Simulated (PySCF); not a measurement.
Compound: HOC (doublet state).
SMILES: `[C]O`

Method used: PySCF, PBE0-D3(BJ)/def2-SVP geometry optimisation, gas phase.

Take the most abundant isotopes and a rigid rotor. 

Give the principal moments of inertia and the rotational constants in MHz.

Ia = 0.73, Ib = 11.90, Ic = 12.63 u·Å²; 505379 MHz·u·Å²/I gives A = 693148, B = 42477, C = 40024 MHz.

Classify the top.

A near-prolate asymmetric top. Ray's parameter κ = (2B − A − C)/(A − C) = -0.992; −1 is the prolate and +1 the oblate limit.

List the rotational levels J(Ka,Kc) to J = 2 (MHz).

Above 0(0,0):
J = 1: 1(0,1) 82502, 1(1,1) 733172, 1(1,0) 735625
J = 2: 2(0,2) 247498, 2(1,2) 895722, 2(1,1) 903081, 2(2,1) 2855092, 2(2,0) 2855099
Those of J = 1 are B + C, A + C and A + B.

Which lines would a microwave search look for?

The dipole components are |μa| = 2.47 D, |μb| = 1.48 D, |μc| = 0.00 D; the mirror of this Cs structure is the ab plane, so μc vanishes by symmetry and there are no c-type lines. Intensities carry the squares of the components, which stand as 1.00 : 0.36 (a : b). Some lines, for components of 0.1 D or more:

| type | branch | J(Ka,Kc) | MHz | lower level (cm⁻¹) |
| --- | --- | --- | --- | --- |
| a | R | 2(0,2) ← 1(0,1) | 164996 | 2.752 |
| a | R | 3(2,2) ← 2(2,1) | 247505 | 95.236 |
| a | R | 3(2,1) ← 2(2,0) | 247532 | 95.236 |
| a | R | 4(1,4) ← 3(1,3) | 325087 | 38.011 |
| a | R | 4(0,4) ← 3(0,3) | 329937 | 16.511 |
| a | R | 4(2,3) ← 3(2,2) | 330001 | 103.491 |
| a | R | 4(3,2) ← 3(3,1) | 330020 | 212.216 |
| b | Q | 3(1,2) ← 3(0,3) | 659285 | 16.511 |
| b | R | 2(1,2) ← 1(0,1) | 813221 | 2.752 |
| b | R | 2(2,0) ← 1(1,1) | 2121927 | 24.456 |
| b | Q | 4(3,1) ← 4(2,2) | 3259404 | 114.503 |
| b | R | 3(3,0) ← 2(2,1) | 3506994 | 95.236 |

Estimate the classical rotational partition function at 298.15 K.

Point group Cs, symmetry number σ = 1; q = (√π/σ)·√((kT/h)³/(ABC)), k/h = 20836.6 MHz/K: 799 at 298.15 K.

For this open shell read J as N, the rotation without spin; fine and hyperfine splittings come on top. Not checked by PBE0-D3(BJ)/def2-SVP frequencies. ⟨S²⟩ = 0.754 (exact for a doublet: 0.75). No vibrational averaging or centrifugal distortion is included, and the geometry carries the error of its method.
